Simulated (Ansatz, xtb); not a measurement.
O2PS: 6 structures ranked

6 gas-phase structures of O2PS, found in a search over its isomers (lower ones may exist). Each was relaxed with GFN2-xTB; where two conformers were screened, the lower at r2SCAN-D4/def2-SVP is listed:

A. a doublet given by its coordinates
B. `O=P(=O)[S]`, a doublet
C. a doublet given by its coordinates
D. `O=[S@@]1O[P]1`, a doublet
E. `O=PO[S]`, a doublet
F. `O1[P]OS1`, a doublet

C (Å):

```xyz
4

O    -1.2208    0.9891   -0.5896
O    -0.6249   -1.2815    0.6050
P    -1.2566   -0.0349    0.9587
S     0.0261    1.7129    0.0689
```

Close contacts (Å): O1–P3 1.86, O1–S4 1.58, O2–P3 1.44, P3–S4 2.34.

A (Å):

```xyz
4

O    -0.7122    0.7198    0.7128
O    -0.2068    2.3597    4.4374
P     0.3241    2.2910    3.0856
S    -1.1233    0.8940    2.1149
```

Close contacts (Å): O1–S4 1.47, O2–P3 1.45, P3–S4 2.23.

Question: Make a reasoned guess at their ranking by r2SCAN-D4/def2-SVP single-point energy.

Answer: Calculated order at r2SCAN-D4/def2-SVP: B (0.000), E (1.074), C (1.107), A (1.545), D (2.274), F (2.507) eV. Less than 1 kcal/mol parts E and C, so the order within that pair means little.

Energies above the lowest of each column, in eV; the last columns are at B3LYP-D3(BJ)/def2-SVP geometries and were run for some of them only (a dash: not run or not comparable):

```tsv
structure	GFN2-xTB	HF/STO-3G	r2SCAN-D4/def2-SVP	B3LYP-D3(BJ)/def2-SVP	CCSD(T)/def2-SVP + ΔMP2/def2-TZVPP
B	0.017	2.664	0.000	0.000	0.000
E	0.000	0.611	1.074	0.707	1.130
C	0.286	1.649	1.107	0.815	1.169
A	0.675	1.234	1.545	–	–
D	1.058	3.900	2.274	–	–
F	1.150	0.000	2.507	–	–
```

CCSD(T)/def2-SVP + ΔMP2/def2-TZVPP puts B lowest of those it was run on; GFN2-xTB picks E, HF/STO-3G picks F. Flexible structures stand in one conformer each, not always the lowest. Frequencies (B3LYP-D3(BJ)/def2-SVP) were run for B, C, E alone. The ΔMP2 step shifts differences by up to 0.441 eV, which makes them less sure. Open shells are spin-unrestricted, some with notable spin contamination. ΔMP2 is the change of the MP2 energy from the smaller to the larger basis.

Over these structures GFN2-xTB departs from r2SCAN-D4/def2-SVP by 0.329 eV on average once a common shift is removed. A GFN2-xTB relaxation took about 0.056 s and the r2SCAN-D4/def2-SVP energy about 1.4 s on a shared host (Ansatz 0.2.0, xtb 6.7.1).
